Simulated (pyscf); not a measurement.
# Four-centre exchange: Cl–Nb(Cl)(Cl)(Cl)–Cl (SMILES [Cl][Nb]([Cl])([Cl])([Cl])[Cl]) + NH₃ (SMILES N) -> HCl (SMILES Cl) + H₂N–Nb(Cl)(Cl)(Cl)–Cl (SMILES [NH2][Nb]([Cl])([Cl])([Cl])[Cl])

Gas phase, singlet surface, charge 0. Bonds broken: Cl1–Nb2, N7–H8. Bonds formed: Cl1–H8, Nb2–N7. Structures and frequencies: ωB97X-D3(BJ)/def2-SVP in PySCF.

Transition state (Å):

```xyz
10

Cl     0.3678    -0.9831     1.5746
Nb    -1.6233     0.1714    -0.0728
Cl    -1.5085    -1.8536    -1.1672
Cl    -3.1053     1.1213    -1.4672
Cl    -2.9665    -0.6121     1.6094
Cl    -1.0493     2.1025     1.0465
N      0.2181     0.4352    -0.9245
H      0.7433    -0.3710     0.4045
H      0.5114    -0.1269    -1.7213
H      0.6819     1.3413    -0.8999
```

One imaginary mode, 363i cm⁻¹; descent along it reached the two sides named, in the forms told below.

```csv
bond,change,reactant side (Å),saddle,product side
Cl1–Nb2,breaks,2.324,2.8,2.9
N7–H8,breaks,1.022,1.641,2.8
Cl1–H8,forms,2.7,1.373,1.287
Nb2–N7,forms,2.329,2.046,1.966
```

Electronic energies relative to the separated reactants (kJ/mol):

```csv
level,barrier,reaction energy,reverse barrier
ωB97X-D3(BJ)/def2-TZVP,31.7,+27.1,4.7
PBE/def2-TZVP,42.1,+32.4,9.7
r²SCAN/def2-TZVP,34.7,+29.7,5.0
B3LYP-D3(BJ)/def2-TZVP,36.7,+27.7,9.0
PBE0-D3(BJ)/def2-TZVP,31.7,+27.2,4.6
M06-2X/def2-TZVP,31.2,+14.3,16.9
ωB97M-D3(BJ)/def2-TZVP,34.5,+15.9,18.6
HF/def2-TZVP,94.3,+8.9,85.4
```

With ωB97M-D3(BJ)/def2-TZVP energies and thermal terms (ideal gas, 1 atm, RRHO with modes under 100 cm⁻¹ raised to 100, one conformer, R ln 2 for chiral ones without a mode under 150 cm⁻¹), in kJ/mol:

```tsv
T (K)	ΔH‡	ΔG‡	ΔH	ΔG
298	25.3	68.0	+7.8	+6.6
600	27.3	110.7	+10.4	+4.5
900	31.0	151.6	+13.0	+1.0
1200	34.9	191.2	+15.3	-3.4
```

On the reactant side the descent ends in an adduct with a N–Nb contact, 130.4 kJ/mol under the separated species and 162.2 kJ/mol under the saddle at ωB97X-D3(BJ)/def2-TZVP. On the product side the descent ends in an adduct with a Cl–Nb contact, 7.7 kJ/mol under the separated species and 12.4 kJ/mol under the saddle at ωB97X-D3(BJ)/def2-TZVP. What is counted as formed (N–Nb) is already present as a longer contact in the reactant adduct; forming that adduct is a step of its own. What is counted as broken (Cl–Nb) persists as a longer contact in the product adduct; parting that adduct is a step of its own. This is the saddle that the search found; another between the same sides may lie lower. Elements past Kr carry the def2 core potentials, without spin-orbit coupling.
